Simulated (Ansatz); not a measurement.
Species: ethylene, C2H4, net charge 0, singlet state. SMILES: C=C
Geometry from a B3LYP-D3(BJ)/def2-TZVP (Ansatz, a quantum-chemistry and plane-wave program) optimisation:
```xyz
6

C     -0.0012    -0.0058     0.6623
C      0.0012     0.0058    -0.6623
H      0.0167     0.9104     1.2401
H     -0.0212    -0.9321     1.2238
H      0.0212     0.9321    -1.2238
H     -0.0167    -0.9104    -1.2401
```

Computed values are from Ansatz. Correlated levels leave the core frozen unless marked. UHF or UKS for open shells. Spin-orbit coupling is left out. No relativistic terms. CBS marks a two-point X^-3 extrapolation of the correlation energy; Hartree-Fock from the larger set. The bracket is a focal-point correction in the basis named.

The atomisation energy De is 2351.9 kJ/mol at CCSD(T)/CBS(cc-pVTZ,cc-pVQZ) and the vertical ionisation energy (to the doublet) is 10.79 eV at RI-MP2/CBS(aug-cc-pVTZ,aug-cc-pVQZ)+[CCSD(T)-MP2]/aug-cc-pVTZ. The vertical triplet-singlet gap is 4.66 eV at RI-MP2/CBS(aug-cc-pVTZ,aug-cc-pVQZ)+[CCSD(T)-MP2]/aug-cc-pVTZ, the total energy is -78.4746 Eh at CCSD(T)/CBS(cc-pVTZ,cc-pVQZ) and the dipole moment is 0.00 D at CCSD(T)/aug-cc-pVDZ. The T1 diagnostic comes out as 0.011 at CCSD/def2-QZVPP and the measured enthalpy of formation, 298 K comes out as 52.6 kJ/mol (Active Thermochemical Tables 1.112 (ions: stationary electron), as tabulated in the package chemicals). The measured dipole moment is 0.00 D (NIST CCCBDB, as tabulated in the package chemicals; older table, unchecked). The measured ionisation energy, adiabatic comes out as 10.51 eV (CCCBDB table in ASE; older table, unchecked).
